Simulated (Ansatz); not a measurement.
**C₂: ionisation energy by level of theory**

The task here is to estimate one member of a computed series from the others.

Program: Ansatz 0.2.0, Gaussian basis. Level of theory: unrestricted cation, the program's frozen cores in correlated methods. These are calculated values, not measurements.

Levels to be run: UKS PBE-D4/def2-TZVPP; UKS r2SCAN-D4/def2-TZVPP; UKS PBE0-D4/def2-TZVPP; UKS B3LYP-D4/def2-TZVPP; UKS wB97X-V/def2-TZVPP; UKS wB97M-V/def2-TZVPP; UKS B2PLYP/def2-TZVPP; UHF-CCSD(T)/def2-TZVPP; UHF-CCSD(T)/def2-QZVPP; extrapolation to the limit; then −ε(HOMO) from the neutral's earlier runs with LDA (SPW92), PBE-D4, revPBE-D4, BLYP-D4, r2SCAN-D4, B97M-V, PBE0-D4, B3LYP-D4, r2SCANh-D4, r2SCAN0-D4, HSE06-D4, BHLYP-D4, CAM-B3LYP-D4, LC-ωPBE, ωB97X-V, ωB97M-V.

1 further run of the same task is left out (it didn't finish).

## Structure used throughout

All runs share one geometry, relaxed beforehand with PBE0-D4 in a triple-zeta def2 set.

SMILES `[C]#[C]`, 2 atoms, charge 0, spin multiplicity 1.

Atoms are counted from 1 here; the program's logs count them from 0.

Bond lengths: C1–C2 1.246 Å.

Set-up of the first run:

Contents of in.yaml:

```yaml
crystal:
  periodic: [false, false, false]
  atoms:
    - {symbol: C, position_ang: [-0.000000, -0.000000, -0.042734]}
    - {symbol: C, position_ang: [0.000000, 0.000000, 1.203494]}
basis:
  gaussian: {orbitals: def2-TZVPP}
total_charge: 1
magnetization: {spin_polarized: true, initial_magnetization: 1}
hamiltonian: {xc: pbe, dispersion: d4}
```

Command:

```console
$ ansatz run in.yaml --threads 2 --pin off --events-out ev --progress --plain --max-ram 32768MiB --backend cpu
```

Steps of the session up to this table: Cation, UKS PBE-D4/def2-TZVPP; Cation, UKS r2SCAN-D4/def2-TZVPP; Cation, UKS PBE0-D4/def2-TZVPP; Cation, UKS B3LYP-D4/def2-TZVPP; Cation, UKS wB97X-V/def2-TZVPP; Cation, UKS wB97M-V/def2-TZVPP; Cation, UKS B2PLYP (frozen core)/def2-TZVPP; Cation, UHF-CCSD(T)/def2-TZVPP; Cation, UHF-CCSD(T)/def2-QZVPP.

One table of the session follows, with a row left open; its other results are not shown here.

For comparison, −ε(HOMO) of the neutral from earlier runs:

```
  functional  −ε(HOMO) (eV)
 LDA (SPW92)           8.11
      PBE-D4           7.95
   revPBE-D4           7.90
     BLYP-D4           7.82
   r2SCAN-D4           8.24
      B97M-V           8.25
     PBE0-D4           9.31
    B3LYP-D4           9.06
  r2SCANh-D4           8.74
  r2SCAN0-D4           9.49
    HSE06-D4           8.90
    BHLYP-D4          10.60
CAM-B3LYP-D4              ?
     LC-ωPBE          12.26
     ωB97X-V          11.78
     ωB97M-V          11.62
```

Q: Estimate the row for CAM-B3LYP-D4 from the others.

**Answer.** −ε(HOMO) (eV): 10.76. In the column «−ε(HOMO) (eV)» it lies between BHLYP-D4 (10.60) and ωB97M-V (11.62).
